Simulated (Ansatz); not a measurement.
A short molecular-dynamics run on CHCl2FO (`OC(F)(Cl)Cl`).

```yaml
crystal:
  periodic: [false, false, false]
  atoms:
    - {symbol: O, position_ang: [0.210114, -0.187325, 1.111330]}
    - {symbol: C, position_ang: [-0.256319, 0.055786, -0.123902]}
    - {symbol: F, position_ang: [-1.554303, 0.299777, -0.011552]}
    - {symbol: Cl, position_ang: [-0.036853, -1.344082, -1.217139]}
    - {symbol: Cl, position_ang: [0.524120, 1.481621, -0.872812]}
    - {symbol: H, position_ang: [1.155341, -0.369677, 1.067875]}
basis:
  gaussian: {orbitals: "6-31G*"}
magnetization: {spin_polarized: true, initial_magnetization: 0}
hamiltonian: {xc: {name: r2SCAN}}
md: {timestep: 2 fs, n_steps: 20, ensemble: nvt_langevin, temperature: 1000, initial_velocities: maxwell_boltzmann, friction: 0.01, seed: 374}
```

```sh
$ ansatz run in.yaml --threads 2 --pin off --events-out ev --progress --plain --max-ram 4352MiB
```

```tsv
step	time (fs)	potential energy (eV)	kinetic (eV)	T (K)	conserved (eV)
0	0.0	-30856.8110	0.6463	833	–
1	2.0	-30856.7201	0.5839	753	–
2	4.0	-30856.7355	0.5378	693	–
3	6.0	-30856.6414	0.3986	514	–
4	8.0	-30856.6424	0.3937	508	–
5	10.0	-30856.5342	0.3810	491	–
6	12.0	-30856.5582	0.5179	668	–
7	14.0	-30856.4590	0.4999	645	–
8	16.0	-30856.4953	0.4358	562	–
9	18.0	-30856.3798	0.3739	482	–
10	20.0	-30856.4553	0.4069	525	–
11	22.0	-30856.4309	0.3648	470	–
12	24.0	-30856.4388	0.3261	420	–
13	26.0	-30856.3652	0.2601	335	–
14	28.0	-30856.3487	0.2351	303	–
15	30.0	-30856.3763	0.1633	210	–
16	32.0	-30856.4078	0.1459	188	–
17	34.0	-30856.4393	0.2338	301	–
18	36.0	-30856.4780	0.2714	350	–
19	38.0	-30856.5237	0.3341	431	–
20	40.0	-30856.5370	0.3268	421	–
```

Velocities are drawn at the set temperature; a run this short doesn't reach equilibrium.

Frames (Å, forces in eV/Å):

```xyz
6
time=0.0 fs
O     0.210   -0.187    1.111   -0.299    0.015    0.363
C    -0.256    0.056   -0.124    0.031   -0.024    0.146
F    -1.554    0.300   -0.012   -0.431    0.078    0.061
Cl   -0.037   -1.344   -1.217    0.049   -0.500   -0.336
Cl    0.524    1.482   -0.873    0.249    0.508   -0.214
H     1.155   -0.370    1.068    0.402   -0.077   -0.020
6
time=2.0 fs
O     0.208   -0.165    1.118    2.527   -0.504    0.161
C    -0.239    0.061   -0.132   -0.503   -0.279    0.445
F    -1.549    0.286   -0.016   -0.312    0.054   -0.013
Cl   -0.037   -1.352   -1.229    0.148   -0.347   -0.175
Cl    0.512    1.478   -0.859    0.468    0.813   -0.491
H     1.231   -0.290    1.083   -2.327    0.263    0.072
6
time=4.0 fs
O     0.209   -0.149    1.123    1.608   -0.378   -0.167
C    -0.224    0.064   -0.140   -1.099   -0.573    0.811
F    -1.542    0.272   -0.020   -0.277    0.032   -0.115
Cl   -0.035   -1.361   -1.242    0.235   -0.161    0.003
Cl    0.500    1.476   -0.846    0.684    1.092   -0.735
H     1.207   -0.201    1.089   -1.152   -0.013    0.204
6
time=6.0 fs
O     0.213   -0.138    1.130   -1.905   -0.371   -0.535
C    -0.212    0.069   -0.146   -1.456   -0.957    1.195
F    -1.533    0.260   -0.025   -0.429    0.044   -0.185
Cl   -0.034   -1.370   -1.255    0.317    0.027    0.162
Cl    0.489    1.478   -0.835    0.884    1.330   -0.920
H     1.141   -0.116    1.101    2.589   -0.073    0.283
6
time=8.0 fs
O     0.213   -0.133    1.136    0.575   -0.280   -0.789
C    -0.207    0.074   -0.150   -1.265   -1.344    1.424
F    -1.522    0.249   -0.034   -0.805    0.073   -0.146
Cl   -0.035   -1.377   -1.268    0.380    0.172    0.269
Cl    0.479    1.480   -0.827    1.041    1.547   -1.080
H     1.180   -0.028    1.117    0.076   -0.168    0.321
6
time=10.0 fs
O     0.216   -0.129    1.141    2.593    0.126   -0.853
C    -0.206    0.075   -0.151   -0.834   -1.581    1.476
F    -1.514    0.240   -0.046   -1.201    0.072   -0.035
Cl   -0.034   -1.386   -1.282    0.418    0.301    0.389
Cl    0.470    1.481   -0.823    1.141    1.680   -1.187
H     1.226    0.064    1.140   -2.118   -0.598    0.211
6
time=12.0 fs
O     0.224   -0.120    1.145    1.115   -0.121   -0.866
C    -0.207    0.070   -0.150   -0.409   -1.522    1.432
F    -1.510    0.232   -0.061   -1.393   -0.016    0.081
Cl   -0.030   -1.398   -1.295    0.419    0.435    0.563
Cl    0.464    1.480   -0.821    1.183    1.672   -1.227
H     1.181    0.147    1.189   -0.916   -0.449    0.017
6
time=14.0 fs
O     0.234   -0.111    1.147   -3.083   -1.754   -1.191
C    -0.208    0.062   -0.145   -0.058   -1.224    1.231
F    -1.510    0.228   -0.076   -1.383   -0.168    0.198
Cl   -0.023   -1.410   -1.307    0.389    0.568    0.780
Cl    0.458    1.479   -0.820    1.189    1.568   -1.201
H     1.081    0.226    1.257    2.946    1.010    0.183
6
time=16.0 fs
O     0.235   -0.108    1.147    0.082   -0.658   -0.277
C    -0.207    0.054   -0.136    0.146   -0.742    0.788
F    -1.513    0.229   -0.090   -1.243   -0.327    0.281
Cl   -0.014   -1.420   -1.316    0.347    0.676    0.953
Cl    0.455    1.482   -0.821    1.140    1.393   -1.141
H     1.084    0.347    1.342   -0.472   -0.342   -0.604
6
time=18.0 fs
O     0.235   -0.111    1.147    1.658    0.309    0.511
C    -0.207    0.047   -0.126    0.202   -0.297    0.265
F    -1.516    0.231   -0.103   -1.143   -0.432    0.324
Cl   -0.004   -1.429   -1.320    0.304    0.776    1.094
Cl    0.455    1.489   -0.822    1.043    1.120   -1.000
H     1.063    0.463    1.400   -2.064   -1.476   -1.195
6
time=20.0 fs
O     0.238   -0.115    1.148    0.748   -0.185    0.241
C    -0.206    0.042   -0.116   -0.150   -0.065   -0.257
F    -1.522    0.232   -0.115   -0.796   -0.502    0.355
Cl    0.004   -1.438   -1.321    0.272    0.905    1.245
Cl    0.457    1.497   -0.824    0.920    0.809   -0.799
H     0.962    0.531    1.403   -0.994   -0.963   -0.784
6
time=22.0 fs
O     0.243   -0.120    1.149   -1.510   -2.535   -0.772
C    -0.201    0.037   -0.105   -0.873   -0.030   -0.926
F    -1.532    0.231   -0.126   -0.196   -0.532    0.403
Cl    0.009   -1.448   -1.322    0.268    1.050    1.398
Cl    0.461    1.507   -0.827    0.768    0.475   -0.562
H     0.833    0.564    1.375    1.544    1.572    0.459
6
time=24.0 fs
O     0.245   -0.130    1.150   -0.205   -1.167   -0.306
C    -0.195    0.032   -0.095   -1.463   -0.052   -1.650
F    -1.541    0.228   -0.136    0.261   -0.504    0.445
Cl    0.012   -1.456   -1.322    0.276    1.142    1.492
Cl    0.467    1.516   -0.831    0.613    0.182   -0.364
H     0.763    0.648    1.364    0.519    0.399    0.384
6
time=26.0 fs
O     0.248   -0.143    1.152    1.068    1.178    0.105
C    -0.190    0.028   -0.090   -1.829   -0.185   -1.967
F    -1.548    0.224   -0.143    0.627   -0.433    0.471
Cl    0.013   -1.462   -1.319    0.293    1.210    1.537
Cl    0.473    1.524   -0.838    0.484   -0.044   -0.203
H     0.708    0.740    1.365   -0.643   -1.726    0.057
6
time=28.0 fs
O     0.253   -0.152    1.157    0.731    1.396   -0.428
C    -0.188    0.027   -0.092   -1.893   -0.445   -1.892
F    -1.552    0.219   -0.150    0.840   -0.349    0.506
Cl    0.015   -1.465   -1.314    0.312    1.269    1.569
Cl    0.476    1.531   -0.845    0.385   -0.215   -0.065
H     0.622    0.771    1.363   -0.375   -1.656    0.309
6
time=30.0 fs
O     0.259   -0.156    1.162   -0.380   -0.689   -1.520
C    -0.194    0.024   -0.098   -1.598   -0.605   -1.658
F    -1.555    0.216   -0.157    0.868   -0.299    0.545
Cl    0.018   -1.468   -1.311    0.303    1.326    1.605
Cl    0.478    1.537   -0.851    0.287   -0.371    0.050
H     0.529    0.740    1.369    0.520    0.639    0.978
6
time=32.0 fs
O     0.263   -0.163    1.162   -0.629   -0.990   -2.018
C    -0.203    0.021   -0.110   -1.111   -0.570   -1.134
F    -1.559    0.214   -0.159    0.807   -0.266    0.511
Cl    0.021   -1.469   -1.309    0.264    1.371    1.612
Cl    0.479    1.541   -0.855    0.192   -0.476    0.092
H     0.472    0.734    1.405    0.477    0.932    0.937
6
time=34.0 fs
O     0.262   -0.176    1.158   -0.248    1.410   -1.471
C    -0.217    0.017   -0.125   -0.522   -0.414   -0.437
F    -1.564    0.213   -0.159    0.637   -0.225    0.407
Cl    0.023   -1.469   -1.305    0.206    1.382    1.569
Cl    0.480    1.545   -0.859    0.094   -0.552    0.084
H     0.434    0.775    1.466   -0.167   -1.601   -0.152
6
time=36.0 fs
O     0.261   -0.186    1.153   -0.451    1.252   -1.592
C    -0.234    0.010   -0.141    0.160   -0.219    0.145
F    -1.568    0.211   -0.158    0.345   -0.198    0.304
Cl    0.028   -1.468   -1.300    0.131    1.363    1.507
Cl    0.481    1.549   -0.863   -0.013   -0.648    0.094
H     0.386    0.754    1.512   -0.171   -1.550   -0.458
6
time=38.0 fs
O     0.260   -0.197    1.147   -0.850   -1.267   -2.758
C    -0.253    0.001   -0.156    0.976   -0.057    0.657
F    -1.569    0.208   -0.154   -0.134   -0.156    0.219
Cl    0.033   -1.462   -1.293    0.058    1.288    1.408
Cl    0.480    1.552   -0.866   -0.105   -0.723    0.113
H     0.333    0.672    1.538    0.055    0.915    0.361
6
time=40.0 fs
O     0.257   -0.213    1.137   -0.801   -1.541   -2.908
C    -0.269   -0.008   -0.168    1.714    0.095    1.061
F    -1.569    0.205   -0.149   -0.687   -0.087    0.132
Cl    0.039   -1.453   -1.284   -0.001    1.145    1.253
Cl    0.479    1.553   -0.868   -0.168   -0.744    0.109
H     0.280    0.631    1.577   -0.058    1.133    0.353
```

Run time 96 s (2 threads of an Intel Xeon on a shared host); peak host memory 0.22 GiB.
